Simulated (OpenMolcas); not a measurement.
# How methods differ on NH (SMILES [NH])

The species is NH (2 atoms), meant as a triplet with charge 0. SMILES: `[NH]`. Geometry: the measured bond length.

```xyz
2

N     0.0000    0.0000    0.0000
H     0.0000    0.0000    1.0362
```

Each level gives the vertical energy of the singlet above the triplet (eV). The values are calculated.

| level | kind | program | value (eV) | less FCI/3-21G | CPU time (all runs) |
| --- | --- | --- | --- | --- | --- |
| UHF/3-21G | Hartree–Fock | OpenMolcas | 3.01 | +0.98 | 3.4 s |
| USVWN5/3-21G | LDA | OpenMolcas | 2.52 | +0.49 | 5.7 s |
| UPBE/3-21G | GGA | OpenMolcas | 2.55 | +0.52 | 6.6 s |
| U-r2SCAN/3-21G | meta-GGA | OpenMolcas | 2.77 | +0.74 | 12 s |
| UB3LYP/3-21G | global hybrid | OpenMolcas | 2.40 | +0.37 | 6.9 s |
| CASSCF(2,2)/3-21G | multireference | OpenMolcas | 1.93 | -0.10 | 3.6 s |
| ROCCSD(T)/3-21G | coupled cluster or CI | OpenMolcas | 2.12 | +0.09 | 5.1 s |
| FCI/3-21G | exact in the basis | OpenMolcas | 2.03 | 0.00 | 4.5 s |

FCI/3-21G is exact within its basis and frozen core, so for wave-function methods in that basis the difference is their error; functionals converge differently with the basis, so for them it is only a difference. The values span 1.93 to 3.01 eV. All rows use very small basis sets, so even the best lies far from the true value. CPU times are rough (shared hosts, several kinds of processor): they show what a rung costs within a factor of a few.
